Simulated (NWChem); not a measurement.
# Correlation energy of ethylene (C₂H₄)

SMILES: C=C
```xyz
6

C      0.0000     0.0000     0.6703
C      0.0000     0.0000    -0.6703
H      0.9374     0.0000     1.2507
H     -0.9374     0.0000     1.2507
H     -0.9374     0.0000    -1.2507
H      0.9374     0.0000    -1.2507
```
Charge 0, spin multiplicity 1.

Everything below was run with NWChem. Structure: optimised with PBE/def2-SVP, a minimum by its harmonic frequencies.

Basis set: def2-SVP. Each correlation energy counts from its own Hartree-Fock reference.

| method | correlation energy (mHa) | difference from CCSD(T) |
|---|---|---|
| MP2 | -275.7 | +40.1 |
| SCS-MP2 | -279.4 | +36.4 |
| CCSD | -305.7 | +10.1 |
| CCSD+T(CCSD) | -316.2 | -0.4 |
| CCSD(T) | -315.8 | 0.0 |
| CR-CCSD[T] | -314.2 | +1.6 |
| CR-CCSD(T) | -313.9 | +1.9 |

The values span 40.4 mHa, from CCSD+T(CCSD) (lowest) to MP2 (highest). 

The correlated methods keep 2 core orbitals frozen. No row is a measurement; the coupled-cluster row has its own basis-set and correlation limits.
